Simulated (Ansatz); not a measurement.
Energy needed to pull apart HSO (SMILES O[S]), doublet, into free ground-state atoms, from the structure below (displaced at random from a GFN2-xTB minimum); no zero-point or spin–orbit terms; open-shell atoms are treated unrestricted, in their ground-state multiplicity.

```
3
angstrom
O -0.0332 -0.4383 -0.0120
S 1.0318 0.5993 0.5372
H -0.7702 -0.1127 -0.4725
```

Computed with Ansatz 0.2.0 (basis: def2-TZVPP); correlated methods freeze the cores; orbitals are unrestricted.

| method | atomization energy (eV) |
| --- | --- |
| PBE-D4 | 8.40 |
| r2SCAN-D4 | ? |
| B97M-V | ? |
| PBE0-D4 | 7.93 |
| r2SCAN0-D4 | 7.65 |
| wB97M-V | 8.07 |
| HF | 4.35 |
| MP2 | 7.81 |
| CCSD | 7.31 |
| CCSD(T) | 7.54 |

(1) What does r2SCAN-D4 give? (An estimate is asked for; the value comes from the calculation.)

(2) What does B97M-V give? (Judge from chemistry; the value comes from the calculation.)

T1 diagnostic: at most 0.020. ⟨S²⟩ of the unrestricted Hartree–Fock references: 0.77 (a pure state has 0.75).

Answers

(1) By the calculation: 8.02 eV, which is about 0.48 eV more than CCSD(T)/def2-TZVPP.

(2) The calculation gives: 7.95 eV, which is about 0.41 eV more than CCSD(T)/def2-TZVPP.

In triple zeta the MP2 and coupled-cluster atomization energies are still short of their basis limit by a few kcal/mol a bond, whereas those of the functionals are nearly converged, so these differences are not deviations from converged CCSD(T).

For scale, one of the runs: CCSD(T)/def2-TZVPP forces, 87 basis functions (an equivalent command: `ansatz run in.yaml --threads 4`). Time: 11 s of wall clock on 4 CPU threads; the host was shared. Peak host memory: 0.65 GiB.
